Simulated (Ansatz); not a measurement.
# NHCl (quartet): B2PLYP, RPA-PBE over a scan of the distance Cl1–H2 along a hydrogen transfer, cc-pVDZ

How well do these functionals follow the top wave-function level for NHCl (quartet) over a scan of the distance Cl1–H2 along a hydrogen transfer?

Computed with Ansatz 0.2.0, Gaussian basis. Level: cc-pVDZ, all electrons in the functionals, frozen cores in the correlation of double hybrids and RPA.

To be run: B2PLYP, RPA-PBE, at 1.279 Å; 1.371 Å; 1.555 Å; 1.740 Å; 1.924 Å.

## 1. What is computed

The geometry derives from fragments relaxed apart (PBE0/def2-TZVP) and kept rigid, so it is no stationary point. A hydrogen atom is moved between rigid fragments.

3 atoms, charge 0, spin multiplicity 4.

Atoms are counted from 1 here; the program's logs count them from 0.

Bond lengths: Cl1–H2 1.279 Å.

No dispersion term is added.

The geometry shown and the zero of energy belong to the point 1.279 Å. The yardstick, RCCSDTQ, and other wave-function levels (R restricted, U unrestricted, valence and pair active spaces) come from earlier runs.

## 2. B2PLYP, 1.279 Å

The input, in.yaml:

```yaml
crystal:
  periodic: [false, false, false]
  atoms:
    - {symbol: Cl, position_ang: [0.000000, 0.000000, -1.414267]}
    - {symbol: H, position_ang: [0.000000, 0.000000, -0.135467]}
    - {symbol: N, position_ang: [0.000000, 0.000000, 1.549733]}
basis:
  gaussian: {orbitals: cc-pVDZ}
magnetization: {spin_polarized: true, initial_magnetization: 3}
hamiltonian: {xc: {name: B2PLYP}}
correlation: {electrons: outside_noble_gas}
```

On the command line:

```sh
$ ansatz run in.yaml --threads 1 --pin off --events-out ev --progress --plain --max-ram 4096MiB --backend cpu
```

What it wrote:

```text
Functional definition: B2PLYP
  name "B2PLYP"
  cite "Grimme, J. Chem. Phys. 124, 034108 (2006) doi:10.1063/1.2148954"
  cite "Becke, Phys. Rev. A 38, 3098 (1988) doi:10.1103/PhysRevA.38.3098"
  cite "Lee, Yang & Parr, Phys. Rev. B 37, 785 (1988) doi:10.1103/PhysRevB.37.785"
  parameter a = 0.53
  parameter c = 0.27
  exchange = (1 - a)*b88_x + a*exact_x
  correlation = (1 - c)*lyp_c + c*(mp2_os + mp2_ss)
378 factors; integrals over basis functions are off by at most 1.6e-3 eV
mean field evaluation 1: about -14016.7749 eV, gradient 7.9e0 eV
mean field evaluation 2: about -14016.7914 eV, gradient 7.9e0 eV
mean field evaluation 4: about -14017.3468 eV, gradient 1.0e0 eV
mean field evaluation 8: about -14017.3611 eV, gradient 2.8e-2 eV
mean field evaluation 16: about -14017.3611 eV, gradient 1.5e-5 eV
mean field -14017.36110144 eV, -515.1285191693 hartree, gradient 2.3e-6 eV, S^2 3.755031; 0 other end points of the search recorded, 0 dependent functions left out
6 core orbitals not correlated: weight in the atoms' cores, before any rotation towards them, 1.000 or more for the frozen orbitals, at most 0.000 for the correlated occupied ones
reference -14017.36118792 eV, -515.1285223475 hartree; 8, 5 occupied and 23, 26 virtual orbitals, 378 factors
second order -7.27024767 eV of doubles, -0.00000000 eV of singles
Total energy: -14019.32415479 eV, -515.2006600494 hartree
```

It took 0.73 s on 1 thread of AMD EPYC 7R13, shared host.

From the report: ⟨S²⟩ of the determinant 3.755 (pure quartet: 3.75).

## 3. B2PLYP, 1.371 Å

The input, in.yaml:

```yaml
crystal:
  periodic: [false, false, false]
  atoms:
    - {symbol: Cl, position_ang: [0.000000, 0.000000, -1.445000]}
    - {symbol: H, position_ang: [0.000000, 0.000000, -0.074000]}
    - {symbol: N, position_ang: [0.000000, 0.000000, 1.519000]}
basis:
  gaussian: {orbitals: cc-pVDZ}
magnetization: {spin_polarized: true, initial_magnetization: 3}
hamiltonian: {xc: {name: B2PLYP}}
correlation: {electrons: outside_noble_gas}
```

The command is unchanged.

What it wrote, shortened:

```text
Functional definition: B2PLYP
  name "B2PLYP"
  cite "Grimme, J. Chem. Phys. 124, 034108 (2006) doi:10.1063/1.2148954"
  cite "Becke, Phys. Rev. A 38, 3098 (1988) doi:10.1103/PhysRevA.38.3098"
  cite "Lee, Yang & Parr, Phys. Rev. B 37, 785 (1988) doi:10.1103/PhysRevB.37.785"
[...]
376 factors; integrals over basis functions are off by at most 1.4e-3 eV
[...]
mean field -14017.25990701 eV, -515.1248003427 hartree, gradient 8.4e-6 eV, S^2 3.757553; 0 other end points of the search recorded, 0 dependent functions left out
6 core orbitals not correlated: weight in the atoms' cores, before any rotation towards them, 1.000 or more for the frozen orbitals, at most 0.000 for the correlated occupied ones
reference -14017.25999302 eV, -515.1248035035 hartree; 8, 5 occupied and 23, 26 virtual orbitals, 376 factors
second order -7.37436319 eV of doubles, -0.00000000 eV of singles
Total energy: -14019.25107108 eV, -515.1979742727 hartree
```

Run time: 0.72 s. Hardware: 1 thread of AMD EPYC 7R13, shared host.

From the report: ⟨S²⟩ of the determinant 3.758 (pure quartet: 3.75).

From 1.279 Å: +0.073 eV.

## 4. B2PLYP, 1.555 Å

The input, in.yaml:

```yaml
crystal:
  periodic: [false, false, false]
  atoms:
    - {symbol: Cl, position_ang: [0.000000, 0.000000, -1.506333]}
    - {symbol: H, position_ang: [0.000000, 0.000000, 0.048667]}
    - {symbol: N, position_ang: [0.000000, 0.000000, 1.457667]}
basis:
  gaussian: {orbitals: cc-pVDZ}
magnetization: {spin_polarized: true, initial_magnetization: 3}
hamiltonian: {xc: {name: B2PLYP}}
correlation: {electrons: outside_noble_gas}
```

The command is unchanged.

What it wrote, shortened:

```text
Functional definition: B2PLYP
  name "B2PLYP"
  cite "Grimme, J. Chem. Phys. 124, 034108 (2006) doi:10.1063/1.2148954"
  cite "Becke, Phys. Rev. A 38, 3098 (1988) doi:10.1103/PhysRevA.38.3098"
  cite "Lee, Yang & Parr, Phys. Rev. B 37, 785 (1988) doi:10.1103/PhysRevB.37.785"
[...]
376 factors; integrals over basis functions are off by at most 1.6e-3 eV
[...]
mean field -14016.77452254 eV, -515.1069627923 hartree, gradient 3.7e-6 eV, S^2 3.774614; 0 other end points of the search recorded, 0 dependent functions left out
6 core orbitals not correlated: weight in the atoms' cores, before any rotation towards them, 1.000 or more for the frozen orbitals, at most 0.000 for the correlated occupied ones
reference -14016.77460830 eV, -515.1069659439 hartree; 8, 5 occupied and 23, 26 virtual orbitals, 376 factors
second order -7.60297441 eV of doubles, -0.00000000 eV of singles
Total energy: -14018.82741139 eV, -515.1824050661 hartree
```

Run time: 0.72 s. Hardware: 1 thread of AMD EPYC 7R13, shared host.

From the report: ⟨S²⟩ of the determinant 3.775 (pure quartet: 3.75).

From 1.279 Å: +0.497 eV.

## 5. B2PLYP, 1.740 Å

The input, in.yaml:

```yaml
crystal:
  periodic: [false, false, false]
  atoms:
    - {symbol: Cl, position_ang: [0.000000, 0.000000, -1.568000]}
    - {symbol: H, position_ang: [0.000000, 0.000000, 0.172000]}
    - {symbol: N, position_ang: [0.000000, 0.000000, 1.396000]}
basis:
  gaussian: {orbitals: cc-pVDZ}
magnetization: {spin_polarized: true, initial_magnetization: 3}
hamiltonian: {xc: {name: B2PLYP}}
correlation: {electrons: outside_noble_gas}
```

The command is unchanged.

What it wrote, shortened:

```text
Functional definition: B2PLYP
  name "B2PLYP"
  cite "Grimme, J. Chem. Phys. 124, 034108 (2006) doi:10.1063/1.2148954"
  cite "Becke, Phys. Rev. A 38, 3098 (1988) doi:10.1103/PhysRevA.38.3098"
  cite "Lee, Yang & Parr, Phys. Rev. B 37, 785 (1988) doi:10.1103/PhysRevB.37.785"
[...]
378 factors; integrals over basis functions are off by at most 1.1e-3 eV
[...]
mean field -14016.54472759 eV, -515.0985179838 hartree, gradient 2.8e-6 eV, S^2 3.786564; 2 other end points of the search recorded, 0 dependent functions left out
6 core orbitals not correlated: weight in the atoms' cores, before any rotation towards them, 1.000 or more for the frozen orbitals, at most 0.000 for the correlated occupied ones
reference -14016.54481472 eV, -515.0985211855 hartree; 8, 5 occupied and 23, 26 virtual orbitals, 378 factors
second order -7.70119292 eV of doubles, -0.00000000 eV of singles
Total energy: -14018.62413681 eV, -515.1749348629 hartree
```

Run time: 0.88 s. Hardware: 1 thread of AMD EPYC 7R13, shared host.

From the report: ⟨S²⟩ of the determinant 3.787 (pure quartet: 3.75).

From 1.279 Å: +0.700 eV.

## 6. B2PLYP, 1.924 Å

The input, in.yaml:

```yaml
crystal:
  periodic: [false, false, false]
  atoms:
    - {symbol: Cl, position_ang: [0.000000, 0.000000, -1.629333]}
    - {symbol: H, position_ang: [0.000000, 0.000000, 0.294667]}
    - {symbol: N, position_ang: [0.000000, 0.000000, 1.334667]}
basis:
  gaussian: {orbitals: cc-pVDZ}
magnetization: {spin_polarized: true, initial_magnetization: 3}
hamiltonian: {xc: {name: B2PLYP}}
correlation: {electrons: outside_noble_gas}
```

Launched as before.

What it wrote, shortened:

```text
Functional definition: B2PLYP
  name "B2PLYP"
  cite "Grimme, J. Chem. Phys. 124, 034108 (2006) doi:10.1063/1.2148954"
  cite "Becke, Phys. Rev. A 38, 3098 (1988) doi:10.1103/PhysRevA.38.3098"
  cite "Lee, Yang & Parr, Phys. Rev. B 37, 785 (1988) doi:10.1103/PhysRevB.37.785"
[...]
374 factors; integrals over basis functions are off by at most 1.6e-3 eV
[...]
mean field -14016.57014666 eV, -515.0994521174 hartree, gradient 6.2e-6 eV, S^2 3.767172; 4 other end points of the search recorded, 0 dependent functions left out
6 core orbitals not correlated: weight in the atoms' cores, before any rotation towards them, 1.000 or more for the frozen orbitals, at most 0.000 for the correlated occupied ones
reference -14016.57023565 eV, -515.0994553878 hartree; 8, 5 occupied and 23, 26 virtual orbitals, 374 factors
second order -7.43321196 eV of doubles, -0.00000000 eV of singles
Total energy: -14018.57720288 eV, -515.1732100730 hartree
```

Run time: 1.3 s. Hardware: 1 thread of AMD EPYC 7R13, shared host.

From the report: ⟨S²⟩ of the determinant 3.767 (pure quartet: 3.75).

From 1.279 Å: +0.747 eV.

## 7. RPA-PBE, 1.279 Å

The input, in.yaml:

```yaml
crystal:
  periodic: [false, false, false]
  atoms:
    - {symbol: Cl, position_ang: [0.000000, 0.000000, -1.414267]}
    - {symbol: H, position_ang: [0.000000, 0.000000, -0.135467]}
    - {symbol: N, position_ang: [0.000000, 0.000000, 1.549733]}
basis:
  gaussian: {orbitals: cc-pVDZ}
magnetization: {spin_polarized: true, initial_magnetization: 3}
hamiltonian: {xc: {name: PBE}}
correlation: {method: rpa, electrons: outside_noble_gas}
```

Launched as before.

What it wrote, shortened:

```text
Functional definition: PBE
  name "PBE"
  cite "Perdew, Burke & Ernzerhof, Phys. Rev. Lett. 77, 3865 (1996) doi:10.1103/PhysRevLett.77.3865"
  parent pbe
[...]
378 factors; integrals over basis functions are off by at most 1.6e-3 eV
[...]
mean field -14017.40862358 eV, -515.1302655759 hartree, gradient 1.9e-6 eV, S^2 3.752530; 0 other end points of the search recorded, 0 dependent functions left out
6 core orbitals not correlated: weight in the atoms' cores, before any rotation towards them, 1.000 or more for the frozen orbitals, at most 0.000 for the correlated occupied ones
reference -13998.94865678 eV, -514.4518743084 hartree; 8, 5 occupied and 23, 26 virtual orbitals, 378 factors
Total energy: -14009.65580195 eV, -514.8453546357 hartree
```

Wall time 0.58 s (1 thread of AMD EPYC 7R13, shared host).

From the report: ⟨S²⟩ of the determinant 3.753 (pure quartet: 3.75).

## 8. RPA-PBE, 1.371 Å

The input, in.yaml:

```yaml
crystal:
  periodic: [false, false, false]
  atoms:
    - {symbol: Cl, position_ang: [0.000000, 0.000000, -1.445000]}
    - {symbol: H, position_ang: [0.000000, 0.000000, -0.074000]}
    - {symbol: N, position_ang: [0.000000, 0.000000, 1.519000]}
basis:
  gaussian: {orbitals: cc-pVDZ}
magnetization: {spin_polarized: true, initial_magnetization: 3}
hamiltonian: {xc: {name: PBE}}
correlation: {method: rpa, electrons: outside_noble_gas}
```

Same command.

What it wrote, shortened:

```text
Functional definition: PBE
  name "PBE"
  cite "Perdew, Burke & Ernzerhof, Phys. Rev. Lett. 77, 3865 (1996) doi:10.1103/PhysRevLett.77.3865"
  parent pbe
[...]
376 factors; integrals over basis functions are off by at most 1.4e-3 eV
[...]
mean field -14017.43181581 eV, -515.1311178744 hartree, gradient 5.9e-6 eV, S^2 3.753269; 2 other end points of the search recorded, 0 dependent functions left out
6 core orbitals not correlated: weight in the atoms' cores, before any rotation towards them, 1.000 or more for the frozen orbitals, at most 0.000 for the correlated occupied ones
reference -13998.66974145 eV, -514.4416243591 hartree; 8, 5 occupied and 23, 26 virtual orbitals, 376 factors
Total energy: -14009.55513778 eV, -514.8416552960 hartree
```

Run time: 0.75 s. Hardware: 1 thread of AMD EPYC 7R13, shared host.

From the report: ⟨S²⟩ of the determinant 3.753 (pure quartet: 3.75).

From 1.279 Å: +0.101 eV.

## 9. RPA-PBE, 1.555 Å

The input, in.yaml:

```yaml
crystal:
  periodic: [false, false, false]
  atoms:
    - {symbol: Cl, position_ang: [0.000000, 0.000000, -1.506333]}
    - {symbol: H, position_ang: [0.000000, 0.000000, 0.048667]}
    - {symbol: N, position_ang: [0.000000, 0.000000, 1.457667]}
basis:
  gaussian: {orbitals: cc-pVDZ}
magnetization: {spin_polarized: true, initial_magnetization: 3}
hamiltonian: {xc: {name: PBE}}
correlation: {method: rpa, electrons: outside_noble_gas}
```

Launched as before.

What it wrote, shortened:

```text
Functional definition: PBE
  name "PBE"
  cite "Perdew, Burke & Ernzerhof, Phys. Rev. Lett. 77, 3865 (1996) doi:10.1103/PhysRevLett.77.3865"
  parent pbe
[...]
376 factors; integrals over basis functions are off by at most 1.6e-3 eV
[...]
mean field -14017.22870386 eV, -515.1236536478 hartree, gradient 2.5e-6 eV, S^2 3.756292; 5 other end points of the search recorded, 0 dependent functions left out
6 core orbitals not correlated: weight in the atoms' cores, before any rotation towards them, 1.000 or more for the frozen orbitals, at most 0.000 for the correlated occupied ones
reference -13997.80655818 eV, -514.4099029591 hartree; 8, 5 occupied and 23, 26 virtual orbitals, 376 factors
Total energy: -14009.12672198 eV, -514.8259113056 hartree
```

Run time: 1.6 s. Hardware: 1 thread of AMD EPYC 7R13, shared host.

From the report: ⟨S²⟩ of the determinant 3.756 (pure quartet: 3.75).

From 1.279 Å: +0.529 eV.

## 10. RPA-PBE, 1.740 Å

The input, in.yaml:

```yaml
crystal:
  periodic: [false, false, false]
  atoms:
    - {symbol: Cl, position_ang: [0.000000, 0.000000, -1.568000]}
    - {symbol: H, position_ang: [0.000000, 0.000000, 0.172000]}
    - {symbol: N, position_ang: [0.000000, 0.000000, 1.396000]}
basis:
  gaussian: {orbitals: cc-pVDZ}
magnetization: {spin_polarized: true, initial_magnetization: 3}
hamiltonian: {xc: {name: PBE}}
correlation: {method: rpa, electrons: outside_noble_gas}
```

Launched as before.

What it wrote, shortened:

```text
Functional definition: PBE
  name "PBE"
  cite "Perdew, Burke & Ernzerhof, Phys. Rev. Lett. 77, 3865 (1996) doi:10.1103/PhysRevLett.77.3865"
  parent pbe
[...]
378 factors; integrals over basis functions are off by at most 1.1e-3 eV
[...]
mean field -14017.13178939 eV, -515.1200921069 hartree, gradient 1.9e-6 eV, S^2 3.757632; 7 other end points of the search recorded, 0 dependent functions left out
6 core orbitals not correlated: weight in the atoms' cores, before any rotation towards them, 1.000 or more for the frozen orbitals, at most 0.000 for the correlated occupied ones
reference -13997.40352354 eV, -514.3950917092 hartree; 8, 5 occupied and 23, 26 virtual orbitals, 378 factors
Total energy: -14008.99630102 eV, -514.8211184238 hartree
```

It took 1.8 s on 1 thread of AMD EPYC 7R13, shared host.

From the report: ⟨S²⟩ of the determinant 3.758 (pure quartet: 3.75).

From 1.279 Å: +0.660 eV.

## 11. RPA-PBE, 1.924 Å

The input, in.yaml:

```yaml
crystal:
  periodic: [false, false, false]
  atoms:
    - {symbol: Cl, position_ang: [0.000000, 0.000000, -1.629333]}
    - {symbol: H, position_ang: [0.000000, 0.000000, 0.294667]}
    - {symbol: N, position_ang: [0.000000, 0.000000, 1.334667]}
basis:
  gaussian: {orbitals: cc-pVDZ}
magnetization: {spin_polarized: true, initial_magnetization: 3}
hamiltonian: {xc: {name: PBE}}
correlation: {method: rpa, electrons: outside_noble_gas}
```

Same command.

What it wrote, shortened:

```text
Functional definition: PBE
  name "PBE"
  cite "Perdew, Burke & Ernzerhof, Phys. Rev. Lett. 77, 3865 (1996) doi:10.1103/PhysRevLett.77.3865"
  parent pbe
[...]
374 factors; integrals over basis functions are off by at most 1.6e-3 eV
[...]
mean field -14016.97594970 eV, -515.1143651038 hartree, gradient 5.4e-6 eV, S^2 3.755807; 7 other end points of the search recorded, 0 dependent functions left out
6 core orbitals not correlated: weight in the atoms' cores, before any rotation towards them, 1.000 or more for the frozen orbitals, at most 0.000 for the correlated occupied ones
reference -13997.46224232 eV, -514.3972495844 hartree; 8, 5 occupied and 23, 26 virtual orbitals, 374 factors
Total energy: -14008.96956708 eV, -514.8201359696 hartree
```

Run time: 2.2 s. Hardware: 1 thread of AMD EPYC 7R13, shared host.

From the report: ⟨S²⟩ of the determinant 3.756 (pure quartet: 3.75).

From 1.279 Å: +0.686 eV.

## 12. The comparison

The yardstick is RCCSDTQ, where the cluster series has nearly closed. It comes from earlier runs at the same points. Energies in eV, counted from 1.279 Å; blanks weren't run or aren't comparable.

```csv
level,1.279 Å,1.371 Å,1.555 Å,1.740 Å,1.924 Å
RCCSDTQ,0.000,0.111,0.645,0.963,1.023
B2PLYP,0.000,0.073,0.497,0.700,0.747
RPA-PBE,0.000,0.101,0.529,0.660,0.686
```

Largest miss and mean time a point (RCCSDTQ took 2.3 min a point; shared hosts):

```csv
level,largest miss (eV),where,time a point
B2PLYP,-0.276,1.924 Å,0.87 s
RPA-PBE,-0.337,1.924 Å,1.4 s
```

## 13. Results

| quantity | value |
| --- | --- |
| span of the RCCSDTQ curve | 1.023 eV |
| largest miss, B2PLYP | -0.276 eV (1.924 Å) |
| largest miss, RPA-PBE | -0.337 eV (1.924 Å) |

Of the functionals, B2PLYP keep the smallest largest miss at the points compared (at most 0.276 eV) and RPA-PBE strays most (0.337 eV, at 1.924 Å). Functionals and the yardstick converge differently with the basis, so part of each miss in cc-pVDZ is the basis. The program flags that the yardstick's amplitudes may have other solutions at some points.
